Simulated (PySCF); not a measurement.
Gas-phase reaction: 5 SiH₂Cl + 2 (CH₃)₂SiCl₂ + SiCl₃ ⇌ 4 CH₃SiCl₃ + i-Si₄H₁₀

Method: PySCF energies plus ideal-gas RRHO corrections (1 bar). † marks an energy on the PBE0/def2-TZVP geometry and frequencies; other levels use their own. MP2 freezes the core. 6-31G* has spherical d functions here. Open shells (unrestricted): SiH₂Cl (multiplicity 2), SiCl₃ (multiplicity 2); the rest are closed-shell singlets. B3LYP is the form with VWN-RPA correlation. SiH₂Cl: computed as isolated molecules; such fragments, hydroxides, amides, oligomers or adducts are transient or little studied in the gas. MP2 isn't extrapolated to the basis-set limit; its ΔH°(298 K) is -1003.4 kJ in def2-SVP and -1025.2 kJ in def2-TZVPP. The harmonic model lacks anharmonicity and excited electronic states, which grow with temperature; levels with a mode under 35 cm⁻¹ are left out. Internal rotation in (CH₃)₂SiCl₂, CH₃SiCl₃, i-Si₄H₁₀ is treated as a harmonic vibration of one conformer, which makes the entropy rough.

| level | ΔE electronic, kJ | ΔH°(298 K), kJ | ΔS°(298 K), J/K | ΔG°(1600 K), kJ |
|---|---|---|---|---|
| B3LYP/6-31G* | -941 | -915 | -543 | -100 |
| B3LYP/def2-TZVP† | -932 | -907 | -542 | -95 |
| BLYP/def2-TZVP† | -888 | -863 | -542 | -52 |
| HF/def2-TZVP† | -746 | -721 | -542 | 91 |
| M06-2X/def2-TZVP† | -980 | -955 | -542 | -143 |
| MP2/def2-SVP† | -1028 | -1003 | -542 | -192 |
| MP2/def2-TZVPP† | -1050 | -1025 | -542 | -213 |
| PBE/def2-SVP | -993 | -968 | -540 | -159 |
| PBE/def2-TZVP† | -965 | -940 | -542 | -129 |
| PBE0/def2-TZVP | -986 | -961 | -542 | -149 |
| r2SCAN/def2-TZVP† | -970 | -945 | -542 | -134 |
ΔH° is lowest at MP2/def2-TZVPP† and highest at HF/def2-TZVP†. No reference value is set beside these.
